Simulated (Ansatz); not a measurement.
Fluorite SrCl2, treated with r²SCAN in Ansatz (PAW).

Numerical settings: plane-wave cutoff 600 eV, 6×6×6 k mesh, finite displacements, scalar-relativistic PAW data made under PBE.

The cell has the measured lattice parameters. Conventional cell: a = 6.9744 Å, b = 6.9744 Å, c = 6.9744 Å, α = 90.00°, β = 90.00°, γ = 90.00°.

```
SrCl2
1.0
    0.00000     3.48720     3.48720
    3.48720     0.00000     3.48720
    3.48720     3.48720     0.00000
Sr Cl
1 2
Direct
  0.00000   0.00000   0.00000
  0.25000   0.25000   0.25000
  0.75000   0.75000   0.75000
```

Harmonic phonon frequencies (cm⁻¹; i marks an imaginary mode; at Γ without the LO shift):

| q point | frequencies |
|---|---|
| Γ | 0 0 0 143 143 143 186 186 186 |
| X | 75 83 83 102 102 153 194 194 213 |
| L | 69 69 132 160 160 162 162 170 179 |

No imaginary mode appears at these points.

Note: the cell isn't this level's own, so it is under some stress, which shifts stiffness and frequencies.

Ansatz is an electronic-structure program.
